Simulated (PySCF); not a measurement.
# ClHSi (Monochlorosilylene): the cost of one run

The runs use PySCF 2.14.0, with density-fitted response routines of our own; the level of theory stands in each step. All values are computed, except where a source is named. Atoms are numbered from 0 throughout.

### Step 1. The molecule as given

3 atoms, charge 0, multiplicity 1; geometry from: GFN2-xTB. The atoms were then displaced at random by about 0.01 Å, so the start is not that level's minimum.

Bonds of the start (Å): Si0–Cl1 2.03, Si0–H2 1.49.

### Step 2. Optimising the geometry at PBE0-D3(BJ)/def2-TZVP

What the job is given:

```
{"job": {"xc": "PBE0", "basis": "def2-TZVP", "d3": "d3bj", "grid": 2, "shake": 0.01, "kind": "geom"}, "charge": 0, "multiplicity": 1}
Si    -0.287620     0.704620     0.001720
Cl     1.494630    -0.268220    -0.013400
H     -1.201010    -0.471330    -0.007510
```

On the command line:

```sh
$ OMP_NUM_THREADS=1 python probes_run.py task.json out
```

The driver reads the jobs from task.json and runs them one after another.

Q: Estimate the wall time and peak memory of this first job on 1 thread of Intel Xeon 6975P-C, shared host.

About 4.3 s, with a peak of 0.33 GiB.
